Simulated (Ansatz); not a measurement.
This geometry of BClH4Si (7 atoms, charge 0, multiplicity 1) is a first-order saddle point.

Level of theory: RKS PBE0-D4/def2-SVP (Ansatz 0.2.0).

```xyz
7
Properties=species:S:1:pos:R:3
B -1.001 0.022 -0.703
Si 0.625 -0.230 0.461
Cl 1.330 1.720 0.723
H -2.119 -0.259 -0.345
H -0.850 0.519 -1.792
H 0.384 -0.802 1.818
H 1.691 -1.038 -0.207
```

Problem. Which two structures does it join? (They come from a converged band through this point; their orientation in space is the band's.)

Solution. No bond is made or broken. The dihedral H4–B1–Si2–H7 goes from 59 to 162°.

Initial state:

```xyz
7
Properties=species:S:1:pos:R:3
B -1.019 0.004 -0.691
Si 0.629 -0.108 0.450
Cl 1.792 1.615 0.378
H -1.758 -0.954 -0.719
H -1.311 0.973 -1.348
H 0.246 -0.343 1.878
H 1.481 -1.255 0.007
```

Final state:

```xyz
7
Properties=species:S:1:pos:R:3
B -0.955 0.080 -0.709
Si 0.610 -0.370 0.448
Cl 1.112 1.655 0.703
H -2.023 0.344 -0.212
H -0.804 0.257 -1.894
H 0.351 -0.964 1.791
H 1.771 -1.070 -0.172
```

Problem. How far does it lie above each of them?

Solution. 0.031 eV above the first and 0.015 eV above the second. This is the barrier of this one path; another mechanism may lie lower.

The run took 33 s on 1 thread of Intel(R) Xeon(R) 6975P-C (Granite Rapids), with other jobs on the host, peak memory 0.14 GiB.
